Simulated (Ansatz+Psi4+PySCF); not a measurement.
Values are calculated unless marked as measured or tabulated.
## Psi4 1.11 run

```
molecule {
0 3
S 0.000000 0.000000 0.960110
S 0.000000 0.000000 -1.920230
}

set basis cc-pV(T+d)Z
set reference uhf
set scf_type pk
set mp2_type conv
set cc_type conv
set num_frozen_docc 10
energy('mp2')
```

The input is written out from the run's settings.

Results

| Item | Value |
| --- | --- |
| Converged | yes |
| Reference energy | -794.88709 hartree |
| Correlation energy | -0.41055 hartree |
| Total energy | -795.29763 hartree |
| Spin squared of the determinant | 2.059 |
| Occupied orbitals by symmetry in an Abelian subgroup (alpha; beta) | 5 Ag 2 B2g 2 B3g 4 B1u 2 B2u 2 B3u; 5 Ag 1 B2g 1 B3g 4 B1u 2 B2u 2 B3u |

The reference isn't the lowest determinant (another lies 3.25 eV lower), but the same method gives a higher total on the lower determinant. Caution: large share of triples, a single reference is doubtful.
